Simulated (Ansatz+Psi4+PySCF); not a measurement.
**triplet C₄: levels of theory in one basis**

```yaml
atoms:
  - { symbol: C, position_ang: [0.0059, 0.0013, -1.9580] }
  - { symbol: C, position_ang: [0.0076, -0.0008, -0.6386] }
  - { symbol: C, position_ang: [0.0044, 0.0089, 0.6452] }
  - { symbol: C, position_ang: [-0.0029, -0.0053, 1.9420] }
```

Basis set: cc-pVTZ (spherical functions). Frozen core: 4 orbitals. Correlation on ROHF uses semicanonical orbitals with singles. Charge 0, multiplicity 3.

Computed with Ansatz (development build ahead of 0.2.0) and PySCF 2.14.0; each method stands on the lowest determinant of its kind that the runs found.

| method | E − E(ROHF) (eV) | <S²> of the determinant |
| --- | --- | --- |
| ROHF | 0.00 | 2.00 |
| UHF | -0.72 | 2.23 |
| UHF-MP2 | -13.98 | 2.23 |
| ROHF-CCSD | -14.88 | – |
| UHF-CCSD | -14.96 | 2.23 |
| ROHF-CCSD(T) | -15.89 | – |
| UHF-CCSD(T) | -15.89 | 2.23 |

Task: What does ROHF-MP2 give on the same scale?

Result: -14.12 eV.

Caution for ROHF, ROHF-MP2, ROHF-CCSD, ROHF-CCSD(T): an unrestricted determinant lies well below. Caution for UHF, UHF-MP2, UHF-CCSD, UHF-CCSD(T): the unrestricted determinant is spin contaminated. Caution for ROHF-MP2, ROHF-CCSD, ROHF-CCSD(T): large amplitudes, a single reference is doubtful. Caution for ROHF-MP2: another reference gives a lower total. Caution for UHF-MP2, UHF-CCSD, UHF-CCSD(T): large share of triples, a single reference is doubtful. Caution for UHF-CCSD, UHF-CCSD(T): the program doubts this total.
